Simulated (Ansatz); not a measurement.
## PBr⁻, doublet: the ladder up to UCCSDT(Q)

Geometry: a PBE0/def2-TZVPD stationary point for this spin.

| atom | x (Å) | y (Å) | z (Å) |
| --- | --- | --- | --- |
| P | 0.0000 | 0.0000 | 0.0000 |
| Br | 0.0000 | 0.0000 | 2.3163 |

Basis aug-cc-pVDZ; Ansatz 0.2.0. Correlated methods freeze the noble-gas cores and the filled d shells of p-block atoms, which leaves 13 electrons in 44 orbitals. R marks a restricted (for open shells ROHF) determinant, U an unrestricted one. Active spaces: valence = (13e, 8o) chosen from the atoms' valence shells. No spin–orbit coupling is included, and no scalar relativity.

Full CI isn't at hand for all of this; UCCSDT(Q) serves as the reference, and is uncertain by about the last step of the cluster series. The frozen core follows each run's orbitals, which can shift R against U totals by a few meV for light atoms and by up to 0.1 eV past Ca.

The UHF ⟨S²⟩ is 0.766 and the T1 diagnostic (RCCSD) is 0.0198. The largest doubles amplitude (RCCSD) is 0.061 and the T1 diagnostic (UCCSD) is 0.0172.

```json
{"level": "UHF", "E − E(UCCSDT(Q)) (kJ/mol)": "690.9", "share of correlation (%)": "1.62", "wall time": "–"}
{"level": "UMP2", "E − E(UCCSDT(Q)) (kJ/mol)": "99.4", "share of correlation (%)": "85.85", "wall time": "–"}
{"level": "UCCSD", "E − E(UCCSDT(Q)) (kJ/mol)": "27.7", "share of correlation (%)": "96.05", "wall time": "–"}
{"level": "UCCSD(T)", "E − E(UCCSDT(Q)) (kJ/mol)": "4.7", "share of correlation (%)": "99.34", "wall time": "85 s"}
{"level": "UCCSDT", "E − E(UCCSDT(Q)) (kJ/mol)": "1.9", "share of correlation (%)": "99.73", "wall time": "–"}
```

The correlation energy at UCCSDT(Q), counted from RHF, is -7.279 eV. That run took 3.1 min on 1 thread of Intel Xeon, shared host.

Run but not shown, since their state or frozen core can't be matched to the reference's or they repeat it: RHF, RMP2, CISD, RCCSD, RCCSD(T), BCCD(T), RCCSDT, RCCSDT(Q), CASSCF (valence space), NEVPT2 (valence space), MRCISD (valence space), MRCISD+Q (valence space).

Times hold each run's SCF and search for its determinant on a shared host, so for small cases they say little of a method's own cost; they ran on 1 thread of Intel Xeon.

Natural occupations of CASSCF (valence space) about the gap: 1.999 1.997 1.995 1.973 1.003 0.035; effectively unpaired electrons, Σ n²(2−n)², 1.01.
